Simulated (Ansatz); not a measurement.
Input file:

```yaml
crystal:
  periodic: [false, false, false]
  atoms:
    - {symbol: N, position_ang: [0.000528, -0.000108, -0.101685]}
    - {symbol: H, position_ang: [1.431263, 0.019753, 0.478443]}
    - {symbol: H, position_ang: [-0.735966, 1.232521, 0.465895]}
    - {symbol: H, position_ang: [-0.702636, -1.250768, 0.468715]}
basis:
  gaussian: {orbitals: STO-3G}
magnetization: {spin_polarized: false}
correlation: {method: ccsd, electrons: outside_noble_gas}
scf: {lower_state_search: off}
```

```sh
$ ansatz run in.yaml --threads 1 --pin off --events-out ev --progress --plain --max-ram 2393MiB
```

Output:

```
these checks for a lower state are left out or cut short: stability, starts, cluster_reference, orbital_swaps, neighbouring_geometries, increment
100 factors; integrals over basis functions are off by at most 2.1e-6 eV
mean field evaluation 1: about -1499.1478 eV, gradient 6.8e0 eV
mean field evaluation 2: about -1499.1426 eV, gradient 6.8e0 eV
mean field evaluation 4: about -1499.3335 eV, gradient 1.1e0 eV
mean field evaluation 8: about -1499.3555 eV, gradient 6.3e-6 eV
mean field -1499.35547920 eV, -55.1002975611 hartree, gradient 2.8e-6 eV, S^2 0.000000; 0 other end points of the search recorded, 0 dependent functions left out
1 core orbitals not correlated: weight in the atoms' cores, before any rotation towards them, 1.000 or more for the frozen orbitals, at most 0.000 for the correlated occupied ones
reference -1499.35547920 eV, -55.1002975611 hartree; 4, 4 occupied and 3, 3 virtual orbitals, 100 factors
second order -3.70864039 eV of doubles, -0.00000000 eV of singles
cycle   1  -4.51134524 eV  change   -8.0e-1 eV  update   1.2e-1
cycle   2  -5.40002517 eV  change   -8.9e-1 eV  update   6.7e-2
cycle   3  -5.49752245 eV  change   -9.7e-2 eV  update   2.3e-2
cycle   4  -5.57030989 eV  change   -7.3e-2 eV  update   1.3e-2
cycle   5  -5.55844387 eV  change    1.2e-2 eV  update   2.1e-3
cycle   6  -5.56042258 eV  change   -2.0e-3 eV  update   8.5e-4
cycle   7  -5.56124382 eV  change   -8.2e-4 eV  update   4.7e-4
cycle   8  -5.56227656 eV  change   -1.0e-3 eV  update   1.7e-4
cycle   9  -5.56219786 eV  change    7.9e-5 eV  update   3.6e-5
cycle  10  -5.56225849 eV  change   -6.1e-5 eV  update   9.2e-6
cycle  11  -5.56225223 eV  change    6.3e-6 eV  update   1.5e-6
Total energy: -1504.91773144 eV, -55.3047065605 hartree
Checks for a lower state left out: stability, starts, cluster_reference, orbital_swaps, neighbouring_geometries, increment
```

Ran on 1 thread of Arm Neoverse V1, shared host: 0.09 s wall, 0.14 GiB peak host memory.
